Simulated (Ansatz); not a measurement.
# C₄H₄F₂: one species, many methods

One table from this session's results is given with a row withheld; the runs are named, their logs left out.

Computed with Ansatz 0.2.0, Gaussian basis. Level: functionals in def2-TZVPP, the program's frozen cores in correlated methods.

Levels to be run: PBE-D4, r2SCAN-D4, PBE0-D4, B3LYP-D4, ωB97X-V, ωB97M-V, B2PLYP; CCSD(T)/def2-TZVPP; MP2/def2-QZVPP; extrapolation to the limit.

## The relaxed structure

An earlier PBE0-D4 in a triple-zeta def2 set relaxation fixed the geometry.

SMILES `F/C=C\C=C/F`, 10 atoms, charge 0, spin multiplicity 1.

Atoms are counted from 1 here; the program's logs count them from 0.

Bond lengths: F1–C2 1.337 Å, C2–C3 1.327 Å, C2–H7 1.083 Å, C3–C4 1.443 Å, C3–H8 1.083 Å, C4–C5 1.327 Å, C4–H9 1.083 Å, C5–F6 1.337 Å, C5–H10 1.083 Å. Angles: F1–C2–C3 122.2°, F1–C2–H7 112.5°, C3–C2–H7 125.4°, C2–C3–C4 124.4°, C2–C3–H8 116.7°, C4–C3–H8 118.9°, C3–C4–C5 124.4°, C3–C4–H9 118.9°, C5–C4–H9 116.7°, C4–C5–F6 122.2°, C4–C5–H10 125.4°, F6–C5–H10 112.5°.

The first run:

Input file in.yaml:

```yaml
crystal:
  periodic: [false, false, false]
  atoms:
    - {symbol: F, position_ang: [1.944977, -1.258413, 0.914989]}
    - {symbol: C, position_ang: [1.434881, -0.040653, 1.125972]}
    - {symbol: C, position_ang: [0.352282, 0.391593, 0.491182]}
    - {symbol: C, position_ang: [-0.387197, -0.379433, -0.478597]}
    - {symbol: C, position_ang: [-1.469879, 0.052747, -1.113292]}
    - {symbol: F, position_ang: [-1.979961, 1.270519, -0.902346]}
    - {symbol: H, position_ang: [2.000689, 0.524563, 1.855657]}
    - {symbol: H, position_ang: [0.016028, 1.392999, 0.730019]}
    - {symbol: H, position_ang: [-0.050836, -1.380776, -0.717544]}
    - {symbol: H, position_ang: [-2.035783, -0.512546, -1.842840]}
basis:
  gaussian: {orbitals: def2-TZVPP}
hamiltonian: {xc: pbe, dispersion: d4}
output: {forces: true, orbitals: {seedname: orbitals}}
```

Run with:

```bash
$ ansatz run in.yaml --threads 4 --pin off --events-out ev --progress --plain --max-ram 10444MiB
```

Steps of the session up to this table: PBE-D4 (GGA); r2SCAN-D4 (meta-GGA); PBE0-D4 (hybrid); B3LYP-D4 (hybrid); ωB97X-V (range-separated); ωB97M-V (range-separated); B2PLYP (double hybrid); CCSD(T) in def2-TZVPP; MP2 in def2-QZVPP.

One table of the session follows, with a row left open; its other results are not shown here.

| method | atomisation energy (kJ/mol) |
| --- | --- |
| PBE-D4 | 4493.8 |
| r2SCAN-D4 | 4343.8 |
| PBE0-D4 | 4363.8 |
| B3LYP-D4 | 4317.6 |
| ωB97X-V | 4308.5 |
| ωB97M-V | 4321.8 |
| B2PLYP | 4278.2 |
| HF/def2-TZVPP | 3096.0 |
| MP2/def2-TZVPP | 4316.1 |
| CCSD/def2-TZVPP | 4108.4 |
| CCSD(T)/def2-TZVPP | ? |
| MP2/CBS | 4423.6 |
| CCSD(T)/CBS | 4299.4 |

Estimate the missing values for CCSD(T)/def2-TZVPP.

As computed: atomisation energy (kJ/mol): 4191.9. In the column «atomisation energy (kJ/mol)» it lies between CCSD/def2-TZVPP (4108.4) and B2PLYP (4278.2).
